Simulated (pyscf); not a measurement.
Thermochemistry of product channels of `[NH2][SiH]` [singlet] + `[H]` [doublet] on the doublet surface, in eV, from ωB97M-D3(BJ)/def2-TZVP energies (ideal gas, 1 atm, RRHO with modes under 100 cm⁻¹ raised to 100, one conformer, R ln 2 for rigid chiral ones). Structures and frequencies: ωB97X-D3(BJ)/def2-SVP in PySCF.

```csv
products,ΔE,ΔH(298 K),ΔG(298 K),ΔG(1200 K)
`[NH]=[SiH]` [doublet] + `[H][H]`,-0.19,-0.28,-0.33,-0.52
`[N]=[SiH2]` [doublet] + `[H][H]`,…,+0.91,+0.87,…
```

Task: Fill in the missing entries.

Result: 
- `[N]=[SiH2]` [doublet] + `[H][H]`, ΔE: +1.05
- `[N]=[SiH2]` [doublet] + `[H][H]`, ΔG(1200 K): +0.73

These are energies of the channels, which say nothing of barriers.
